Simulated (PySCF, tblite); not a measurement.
# C5H10S: a rotation path, then NMR shifts on frames, part 2 of 2

tblite 0.8.0 and PySCF 2.14.0. Atoms count from 0.

## Step 5: Nuclear shieldings: image 4, PBE0/pcSseg-1

The job: settings as JSON, then the geometry in Å.

```
{"job": {"kind": "nmr", "xc": "PBE0", "basis": "pcSseg-1", "pop": false}, "charge": 0, "multiplicity": 1}
C     -1.416600     1.099800    -0.198900
C     -0.326200     0.172900     0.338900
C     -0.909200    -1.205500     0.647500
C      0.828500     0.105300    -0.655200
C      2.237500     0.078000    -0.191000
S      1.698800    -1.453600    -0.961400
H     -2.233500     1.167500     0.515700
H     -1.026300     2.101300    -0.368500
H     -1.814400     0.718000    -1.136900
H      0.058800     0.601400     1.272800
H     -0.147700    -1.862800     1.059300
H     -1.296800    -1.660400    -0.261300
H     -1.717800    -1.119500     1.369600
H      0.642200     0.636800    -1.583300
H      2.418800     0.000800     0.873400
H      2.996200     0.629000    -0.732200
```

Level: GIAO PBE0/pcSseg-1 NMR shielding, non-relativistic, gas phase.

Output:

```text
coarse grid: 13256 points
cycle   1  E = -594.2225632062  dE =  6.229e-01  |g| = 3.501e-01  |ddm| = 3.482e+00
cycle   2  E = -594.2229485441  dE = -3.853e-04  |g| = 3.672e-01  |ddm| = 7.006e-01
cycle   3  E = -594.2579810618  dE = -3.503e-02  |g| = 3.394e-02  |ddm| = 3.450e-01
cycle   4  E = -594.2581827386  dE = -2.017e-04  |g| = 1.818e-02  |ddm| = 5.207e-02
cycle   5  E = -594.2582571955  dE = -7.446e-05  |g| = 4.760e-03  |ddm| = 1.804e-02
cycle   6  E = -594.2582627961  dE = -5.601e-06  |g| = 1.769e-03  |ddm| = 7.844e-03
final grid: 121512 points
cycle   7  E = -594.2980775894  dE = -2.688e-05  |g| = 1.202e-02  |ddm| = 3.451e-02
cycle   8  E = -594.2980293232  dE =  4.827e-05  |g| = 1.789e-02  |ddm| = 3.045e-02
cycle   9  E = -594.2981143898  dE = -8.507e-05  |g| = 1.644e-03  |ddm| = 2.061e-02
cycle  10  E = -594.2981150992  dE = -7.093e-07  |g| = 2.042e-04  |ddm| = 1.802e-03
cycle  11  E = -594.2981151089  dE = -9.703e-09  |g| = 4.908e-05  |ddm| = 2.764e-04
cycle  12  E = -594.2981151095  dE = -5.953e-10  |g| = 2.055e-05  |ddm| = 8.346e-05
converged SCF energy = -594.2981151095

GIAO shielding tensors (ppm)
atom      isotropic    diamagn.    paramagn.     s11        s22        s33       span
  0 C      161.064     247.466     -86.402    142.948    154.738    185.506     42.558
  1 C      155.409     243.826     -88.417    144.924    150.405    170.896     25.972
  2 C      160.188     246.775     -86.587    141.382    160.104    179.078     37.696
  3 C      142.825     248.990    -106.165     93.248    146.110    189.117     95.869
  4 C      158.611     252.878     -94.266    131.249    162.849    181.737     50.488
  5 S      719.781    1055.871    -336.090    252.188    786.243   1120.912    868.724
  6 H       30.553      29.890       0.663     25.887     27.980     37.792     11.905
  7 H       30.318      30.222       0.096     25.642     28.400     36.911     11.269
  8 H       30.702      30.559       0.143     27.209     28.837     36.059      8.849
  9 H       30.163      32.154      -1.991     25.198     29.581     35.711     10.513
 10 H       30.278      29.944       0.334     24.049     31.255     35.532     11.483
 11 H       31.062      30.547       0.515     27.527     29.349     36.309      8.783
 12 H       30.971      29.980       0.991     26.133     28.377     38.403     12.270
 13 H       29.128      31.432      -2.303     21.061     28.943     37.382     16.321
 14 H       29.746      30.841      -1.096     24.237     26.994     38.006     13.769
 15 H       29.146      29.320      -0.174     23.161     24.707     39.570     16.408
```

Run time: 15 s. Hardware: 1 thread of Arm Neoverse V1, shared host; peak memory 0.78 GiB.

This run: δ C3 44.1, C1 31.5, C4 28.3, C2 26.7, H13 2.59, H15 2.57 ppm.

## Step 6: Shielding tensors: image 6, PBE0/pcSseg-1

The job: settings as JSON, then the geometry in Å.

```
{"job": {"kind": "nmr", "xc": "PBE0", "basis": "pcSseg-1", "pop": false}, "charge": 0, "multiplicity": 1}
C     -1.521600     1.022300    -0.299400
C     -0.337600     0.290600     0.331800
C     -0.748000    -1.117500     0.755800
C      0.848100     0.291000    -0.621300
C      2.186600    -0.171400    -0.180100
S      1.413700    -1.238800    -1.403200
H     -2.365000     1.033000     0.386800
H     -1.258500     2.052200    -0.532600
H     -1.830600     0.526600    -1.216900
H     -0.021800     0.851200     1.222600
H      0.079700    -1.648100     1.220100
H     -1.072700    -1.685900    -0.112900
H     -1.567900    -1.072000     1.468800
H      0.839500     1.120800    -1.321900
H      2.279300    -0.602600     0.807800
H      3.069100     0.357500    -0.516800
```

With the program's defaults for keys left out, this is: GIAO PBE0/pcSseg-1 NMR shielding, non-relativistic, gas phase.

Output:

```text
coarse grid: 13256 points
cycle   1  E = -594.2249366354  dE =  6.298e-01  |g| = 3.520e-01  |ddm| = 3.495e+00
cycle   2  E = -594.2245359733  dE =  4.007e-04  |g| = 3.731e-01  |ddm| = 7.104e-01
cycle   3  E = -594.2607268138  dE = -3.619e-02  |g| = 3.335e-02  |ddm| = 3.537e-01
cycle   4  E = -594.2609183265  dE = -1.915e-04  |g| = 1.766e-02  |ddm| = 5.108e-02
cycle   5  E = -594.2609876147  dE = -6.929e-05  |g| = 5.065e-03  |ddm| = 1.822e-02
cycle   6  E = -594.2609940680  dE = -6.453e-06  |g| = 1.682e-03  |ddm| = 8.171e-03
final grid: 121512 points
cycle   7  E = -594.3006687577  dE = -3.207e-05  |g| = 1.174e-02  |ddm| = 3.443e-02
cycle   8  E = -594.3006253543  dE =  4.340e-05  |g| = 1.720e-02  |ddm| = 2.940e-02
cycle   9  E = -594.3007036196  dE = -7.827e-05  |g| = 1.675e-03  |ddm| = 2.008e-02
cycle  10  E = -594.3007043583  dE = -7.387e-07  |g| = 2.150e-04  |ddm| = 1.884e-03
cycle  11  E = -594.3007043690  dE = -1.070e-08  |g| = 5.056e-05  |ddm| = 2.882e-04
cycle  12  E = -594.3007043696  dE = -6.262e-10  |g| = 2.062e-05  |ddm| = 9.174e-05
converged SCF energy = -594.3007043696

GIAO shielding tensors (ppm)
atom      isotropic    diamagn.    paramagn.     s11        s22        s33       span
  0 C      161.603     247.220     -85.617    140.606    156.720    187.483     46.877
  1 C      156.216     244.163     -87.947    147.630    153.874    167.145     19.515
  2 C      165.106     247.015     -81.909    152.450    163.514    179.354     26.904
  3 C      143.822     249.875    -106.053     96.854    145.465    189.146     92.292
  4 C      163.158     253.308     -90.151    136.223    167.800    185.451     49.228
  5 S      733.508    1055.914    -322.407    279.015    812.824   1108.683    829.669
  6 H       30.639      29.777       0.862     25.906     28.139     37.871     11.965
  7 H       30.402      30.133       0.269     25.815     28.092     37.297     11.482
  8 H       30.656      30.331       0.325     26.752     29.154     36.063      9.311
  9 H       29.773      31.927      -2.153     24.895     28.655     35.770     10.876
 10 H       31.226      30.420       0.805     25.231     30.912     37.536     12.305
 11 H       31.090      30.377       0.713     26.310     30.866     36.094      9.783
 12 H       30.999      29.967       1.032     26.259     28.341     38.396     12.137
 13 H       29.040      31.579      -2.539     21.305     28.063     37.753     16.448
 14 H       29.962      31.079      -1.117     23.974     27.694     38.216     14.242
 15 H       29.329      29.350      -0.021     23.053     24.832     40.103     17.050
```

Run time: 15 s. Hardware: 1 thread of Arm Neoverse V1, shared host; peak memory 0.84 GiB.

This run: δ C3 43.1, C1 30.7, C0 25.3, C4 23.8, H13 2.68, H15 2.39 ppm.

## Step 7: Nuclear shieldings: image 8, PBE0/pcSseg-1

The job: settings as JSON, then the geometry in Å.

```
{"job": {"kind": "nmr", "xc": "PBE0", "basis": "pcSseg-1", "pop": false}, "charge": 0, "multiplicity": 1}
C     -1.548500     0.919900    -0.391400
C     -0.346000     0.379500     0.382800
C     -0.634200    -1.030400     0.889900
C      0.884800     0.456800    -0.499600
C      2.097000    -0.368300    -0.289400
S      1.155600    -0.815300    -1.757500
H     -2.436900     0.915400     0.234800
H     -1.367700     1.939300    -0.725500
H     -1.734800     0.298900    -1.264900
H     -0.158000     1.036800     1.242900
H      0.139300    -1.373300     1.572800
H     -0.698100    -1.723300     0.053800
H     -1.582100    -1.043400     1.421700
H      1.057600     1.456700    -0.890200
H      2.098500    -1.113400     0.493200
H      3.065900     0.073000    -0.484800
```

With the program's defaults for keys left out, this is: GIAO PBE0/pcSseg-1 NMR shielding, non-relativistic, gas phase.

Output:

```text
coarse grid: 13256 points
cycle   1  E = -594.2269116976  dE =  6.351e-01  |g| = 3.536e-01  |ddm| = 3.486e+00
cycle   2  E = -594.2258353194  dE =  1.076e-03  |g| = 3.777e-01  |ddm| = 7.175e-01
cycle   3  E = -594.2629103051  dE = -3.707e-02  |g| = 3.409e-02  |ddm| = 3.629e-01
cycle   4  E = -594.2631085948  dE = -1.983e-04  |g| = 1.788e-02  |ddm| = 5.086e-02
cycle   5  E = -594.2631790931  dE = -7.050e-05  |g| = 5.446e-03  |ddm| = 1.927e-02
cycle   6  E = -594.2631866496  dE = -7.556e-06  |g| = 1.705e-03  |ddm| = 8.734e-03
final grid: 121512 points
cycle   7  E = -594.3035735128  dE = -3.320e-05  |g| = 1.191e-02  |ddm| = 3.467e-02
cycle   8  E = -594.3035287709  dE =  4.474e-05  |g| = 1.747e-02  |ddm| = 2.936e-02
cycle   9  E = -594.3036093881  dE = -8.062e-05  |g| = 1.684e-03  |ddm| = 1.998e-02
cycle  10  E = -594.3036101357  dE = -7.476e-07  |g| = 2.366e-04  |ddm| = 1.901e-03
cycle  11  E = -594.3036101486  dE = -1.289e-08  |g| = 5.085e-05  |ddm| = 2.995e-04
cycle  12  E = -594.3036101492  dE = -5.982e-10  |g| = 2.097e-05  |ddm| = 8.621e-05
converged SCF energy = -594.3036101492

GIAO shielding tensors (ppm)
atom      isotropic    diamagn.    paramagn.     s11        s22        s33       span
  0 C      161.287     247.480     -86.194    142.466    153.436    187.958     45.492
  1 C      155.440     243.813     -88.373    147.476    155.289    163.556     16.080
  2 C      173.105     247.918     -74.813    159.320    165.532    194.463     35.143
  3 C      141.824     250.894    -109.070     95.096    148.129    182.248     87.151
  4 C      163.221     253.173     -89.952    136.977    171.672    181.014     44.037
  5 S      765.841    1055.982    -290.141    354.683    814.385   1128.454    773.771
  6 H       30.660      29.909       0.751     25.931     27.949     38.100     12.169
  7 H       30.412      30.097       0.315     25.958     27.801     37.478     11.519
  8 H       30.726      30.395       0.331     26.378     30.269     35.531      9.154
  9 H       29.538      31.457      -1.919     25.650     27.067     35.898     10.248
 10 H       31.247      30.773       0.475     25.265     29.911     38.566     13.301
 11 H       30.556      30.197       0.359     24.832     32.606     34.229      9.397
 12 H       31.261      30.165       1.096     26.132     29.035     38.618     12.486
 13 H       28.797      31.493      -2.697     21.557     26.963     37.870     16.314
 14 H       29.607      31.229      -1.622     23.166     28.038     37.616     14.449
 15 H       29.431      29.219       0.213     22.873     24.841     40.579     17.706
```

Run time: 15 s. Hardware: 1 thread of Arm Neoverse V1, shared host; peak memory 0.85 GiB.

This run: δ C3 45.1, C1 31.5, C0 25.6, C4 23.7, H13 2.92, H15 2.29 ppm.

## Step 8: Side by side: NMR shifts

Shifts (ppm) of some atoms, chosen among heavy atoms and hydrogens apart, with basis size and wall time:

```csv
frame,C3,C1,C4,C2,H10,H9,S5,functions,time
image 0,44.8,41.8,27.6,25.0,1.54,0.70,-210,159,16 s
image 2,45.8,37.3,31.1,27.9,1.66,0.89,-231,159,16 s
image 4,44.1,31.5,28.3,26.7,1.44,1.55,-216,159,15 s
image 6,43.1,30.7,23.8,21.8,0.49,1.94,-230,159,15 s
image 8,45.1,31.5,23.7,13.8,0.47,2.18,-262,159,15 s
```

## Step 9: What came out

The summary covers parts 1 to 2.

| quantity | value |
| --- | --- |
| barrier | 0.128 eV (2.9 kcal/mol) at image 4 |
| end to end (GFN2-xTB) | 0.059 eV |
| 13C shifts against TMS (PBE0/pcSseg-1, image 0) | 44.8, 41.8, 27.6, 25.0, 24.0 ppm |
| 1H shifts against TMS (PBE0/pcSseg-1, image 0) | 2.39, 2.31, 2.03, 1.54, 1.22, 1.17, 1.12, 0.96, 0.93, 0.70 ppm |
| 33S shifts against CS2 (PBE0/pcSseg-1, image 0) | -210 ppm |
| range of the shift of S5 | -262 to -210 ppm |

**Reading.** Along the band the dihedral turns by 121°, and the top (dihedral 219°) lies 2.9 kcal/mol above the start (GFN2-xTB, rough), so at room temperature this motion is fast. The top was not checked by a frequency run. Shifts at one fixed geometry are not the observed spectrum, which averages over the motion. In the first frame run (image 0): The largest span, 834 ppm, is at S5, where the paramagnetic term is -342 ppm. Across the 5 runs the shift of S5 moves most, between -262 (image 8) and -210 ppm (image 0).
